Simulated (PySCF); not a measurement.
C₄H₇P.
Geometry (GFN2-xTB, Å), atoms numbered from 1 in this order:
```
atom  x, y, z in Å
C1     2.5239   -0.0571    0.2660
P2     1.1723    0.7050    0.8624
C3    -0.1597   -0.1497   -0.0699
C4    -1.3811    0.6411   -0.4620
C5    -1.4816   -0.3829    0.6138
H6     2.4968   -0.8411   -0.4736
H7     3.4984    0.2293    0.6223
H8     0.1781   -0.9124   -0.7636
H9    -1.8295    0.4333   -1.4221
H10   -1.4238    1.6828   -0.1786
H11   -2.0000   -1.3068    0.4053
H12   -1.5926   -0.0422    1.6329
```

Level of theory: TDDFT CAM-B3LYP/def2-SVPD, vertical, gas phase, core orbitals frozen in the response (PySCF).

Each state is given a Gaussian of 0.3 eV full width at half maximum, with ε(max) = 2.175×10⁸ f / Δν̃ (Δν̃ the width in cm⁻¹). The cross-section is σ = 3.8235×10⁻²¹ ε cm², given in Mb (10⁻¹⁸ cm²). The width is an assumption, not a result. The curve ends short of the highest state used, and states not computed would add to its high-energy end.

```
λ (nm)  σ (Mb)
 174.7    7.93
 178.3    2.69
 181.9    3.89
 185.5    4.52
 189.2    2.01
 192.8    0.66
 196.4    0.33
 200.0    0.13
 203.6    0.03
 207.2    0.04
 210.8    0.64
 214.4    5.37
 218.0   23.58
 221.6   57.81
 225.2   83.46
 228.8   74.46
 232.4   42.89
 236.0   16.66
 239.7    4.61
 243.3    1.83
 246.9    2.32
 250.5    3.40
 254.1    3.79
 257.7    3.16
 261.3    2.01
 264.9    1.00
 268.5    0.40
 272.1    0.13
 275.7    0.03
 279.3    0.01
```

Q: Where are the band maxima, and which computed states make them?

A: 254 nm (4.89 eV), ε about 990, made up of S1 (100%); 226 nm (5.48 eV), ε about 22000, made up of S2 (100%); 184 nm (6.73 eV), ε about 1300, made up of S4 (100%) (ε in L mol⁻¹ cm⁻¹; maxima over ε = 5, shares over 10%). At its high-energy end, 7.10 eV, the curve is still rising (ε about 2100, from S5 and S6). The states used: S1 4.89 eV (f 0.011); S2 5.48 eV (f 0.246); S3 6.39 eV (f 0.0011); S4 6.73 eV (f 0.014); S5 7.19 eV (f 0.026); S6 7.38 eV (f 0.035); S7 7.62 eV (f 0.040); S8 7.70 eV (f 0.203).

Q: Coming from long wavelengths, where does ε first pass 100 L mol⁻¹ cm⁻¹?

A: At about 269 nm (4.62 eV), 0.27 eV below S1.

Q: What would ε be at 5.48 eV, the highest of these maxima, with half the width (0.15 eV)?

A: About 44200 L mol⁻¹ cm⁻¹ against 22200, a factor of about 2.00; a lone state at its own centre would give exactly 2.

Q: On this curve, what absorbance would a 10⁻⁵ mol/L sample give at 266 nm over a 1 cm path?

A: 266 nm is 4.661 eV, where ε is about 200 L mol⁻¹ cm⁻¹, so A = ε c l ≈ 0.002 (Beer–Lambert, with the gas-phase spectrum and the assumed width).

One conformer stands for the species.
